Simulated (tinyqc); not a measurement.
Worked calculation: G0W0 on RHF in the sto-3g basis, for HF, spin multiplicity 1. One step of it, computed by the program tinyqc.

Task: Integrals over molecular orbitals. (pq|rs) = sum C_ip C_jq C_kr C_ls (ij|kl), one index at a time.

coefficients C, order 1F 1s, 1F 2s, 1F 2px, 1F 2py, 1F 2pz, 2H 1s:
$$\begin{pmatrix}
0.994719 & -0.249822 & 0.080727 & 0.000000 & 0.000000 & 0.083077 \\
0.022476 & 0.940709 & -0.424748 & 0.000000 & 0.000000 & -0.540809 \\
0.000000 & 0.000000 & 0.000000 & 0.206422 & 0.978463 & 0.000000 \\
0.000000 & 0.000000 & 0.000000 & 0.978463 & -0.206422 & 0.000000 \\
0.002836 & 0.084889 & 0.700354 & 0.000000 & 0.000000 & -0.821200 \\
-0.005594 & 0.155119 & 0.526650 & 0.000000 & 0.000000 & 1.074858
\end{pmatrix}$$

core Hamiltonian H = T + V (hartree), order 1F 1s, 1F 2s, 1F 2px, 1F 2py, 1F 2pz, 2H 1s:
$$\begin{pmatrix}
-40.592181 & -9.524649 & 0.000000 & 0.000000 & -0.014545 & -1.921151 \\
-9.524649 & -11.066456 & 0.000000 & 0.000000 & -0.174659 & -3.979809 \\
0.000000 & 0.000000 & -8.726133 & 0.000000 & 0.000000 & 0.000000 \\
0.000000 & 0.000000 & 0.000000 & -8.726133 & 0.000000 & 0.000000 \\
-0.014545 & -0.174659 & 0.000000 & 0.000000 & -8.838452 & -2.592072 \\
-1.921151 & -3.979809 & 0.000000 & 0.000000 & -2.592072 & -5.367111
\end{pmatrix}$$

Two-electron integrals (ij|kl) in chemists' order, unique and non-zero (hartree):
```
(11|11) 5.403501   (21|11) 0.841920   (21|21) 0.156299   (22|11) 1.268028
(22|21) 0.292344   (22|22) 0.926167   (31|31) 0.027998   (32|31) 0.043169
(32|32) 0.204588   (33|11) 1.264502   (33|21) 0.292403   (33|22) 0.925959
(33|33) 0.997514   (41|41) 0.027998   (42|41) 0.043169   (42|42) 0.204588
(43|43) 0.053770   (44|11) 1.264502   (44|21) 0.292403   (44|22) 0.925959
(44|33) 0.889973   (44|44) 0.997514   (51|51) 0.027998   (52|51) 0.043169
(52|52) 0.204588   (53|53) 0.053770   (54|54) 0.053770   (55|11) 1.264502
(55|21) 0.292403   (55|22) 0.925959   (55|33) 0.889973   (55|44) 0.889973
(55|55) 0.997514   (61|11) 0.171307   (61|21) 0.031513   (61|22) 0.058500
(61|33) 0.058414   (61|44) 0.058414   (61|51) 0.001286   (61|52) 0.002402
(61|55) 0.058682   (61|61) 0.006419   (62|11) 0.411598   (62|21) 0.096073
(62|22) 0.337028   (62|33) 0.332256   (62|44) 0.332256   (62|51) 0.006507
(62|52) 0.049712   (62|55) 0.346250   (62|61) 0.019620   (62|62) 0.147921
(63|31) 0.010323   (63|32) 0.060158   (63|53) 0.010595   (63|63) 0.022508
(64|41) 0.010323   (64|42) 0.060158   (64|54) 0.010595   (64|64) 0.022508
(65|11) 0.270315   (65|21) 0.063938   (65|22) 0.240210   (65|33) 0.229764
(65|44) 0.229764   (65|51) 0.014132   (65|52) 0.094046   (65|55) 0.260832
(65|61) 0.013636   (65|62) 0.129197   (65|65) 0.134554   (66|11) 0.543844
(66|21) 0.129031   (66|22) 0.520212   (66|33) 0.501946   (66|44) 0.501946
(66|51) 0.011597   (66|52) 0.122731   (66|55) 0.556127   (66|61) 0.026552
(66|62) 0.285088   (66|65) 0.289207   (66|66) 0.774606
```

Give: one-electron integrals over orbitals h = C^T H C; Two-electron integrals over orbitals.

Result:

one-electron integrals over orbitals h = C^T H C (hartree):
$$\begin{pmatrix}
-40.5739 & 0.7027 & -0.2173 & 0.0000 & 0.0000 & -0.2268 \\
0.7027 & -9.1507 & 0.5579 & 0.0000 & 0.0000 & 1.1970 \\
-0.2173 & 0.5579 & -7.6244 & 0.0000 & 0.0000 & 1.8576 \\
0.0000 & 0.0000 & 0.0000 & -8.7261 & 0.0000 & 0.0000 \\
0.0000 & 0.0000 & 0.0000 & 0.0000 & -8.7261 & 0.0000 \\
-0.2268 & 1.1970 & 1.8576 & 0.0000 & 0.0000 & -6.1155
\end{pmatrix}$$

Two-electron integrals over orbitals (pq|rs), unique and non-zero (hartree):
```
(11|11) 5.3624     (21|11) -0.5040    (21|21) 0.0750     (22|11) 1.1991
(22|21) -0.0196    (22|22) 0.8570     (31|11) 0.1625     (31|21) -0.0221
(31|22) 0.0135     (31|31) 0.0234     (32|11) -0.1445    (32|21) 0.0088
(32|22) -0.0178    (32|31) 0.0210     (32|32) 0.1574     (33|11) 1.0067
(33|21) -0.0112    (33|22) 0.7555     (33|31) -0.0056    (33|32) -0.0502
(33|33) 0.7701     (41|41) 0.0296     (42|41) 0.0390     (42|42) 0.1805
(43|41) -0.0116    (43|42) -0.0432    (43|43) 0.0485     (44|11) 1.2640
(44|21) -0.0144    (44|22) 0.8779     (44|31) 0.0047     (44|32) -0.0773
(44|33) 0.7568     (44|44) 0.9975     (51|51) 0.0296     (52|51) 0.0390
(52|52) 0.1805     (53|51) -0.0116    (53|52) -0.0432    (53|53) 0.0485
(54|54) 0.0538     (55|11) 1.2640     (55|21) -0.0144    (55|22) 0.8779
(55|31) 0.0047     (55|32) -0.0773    (55|33) 0.7568     (55|44) 0.8900
(55|55) 0.9975     (61|11) 0.1687     (61|21) -0.0274    (61|22) 8.11e-05
(61|31) -0.0083    (61|32) -0.0251    (61|33) 0.0127     (61|44) 0.0046
(61|55) 0.0046     (61|61) 0.0260     (62|11) -0.2469    (62|21) 0.0054
(62|22) -0.1300    (62|31) -0.0203    (62|32) -0.0449    (62|33) -0.0389
(62|44) -0.1285    (62|55) -0.1285    (62|61) 0.0156     (62|62) 0.0974
(63|11) -0.3543    (63|21) 0.0062     (63|22) -0.1635    (63|31) 0.0023
(63|32) 0.0943     (63|33) -0.1248    (63|44) -0.1947    (63|55) -0.1947
(63|61) -0.0065    (63|62) 0.0573     (63|63) 0.1748     (64|41) -0.0108
(64|42) -0.0427    (64|43) -0.0143    (64|64) 0.0316     (65|51) -0.0108
(65|52) -0.0427    (65|53) -0.0143    (65|65) 0.0316     (66|11) 0.8881
(66|21) -0.0089    (66|22) 0.6834     (66|31) 0.0161     (66|32) 0.0715
(66|33) 0.6694     (66|44) 0.6519     (66|55) 0.6519     (66|61) -0.0098
(66|62) -0.0672    (66|63) -0.0141    (66|66) 0.7144
```
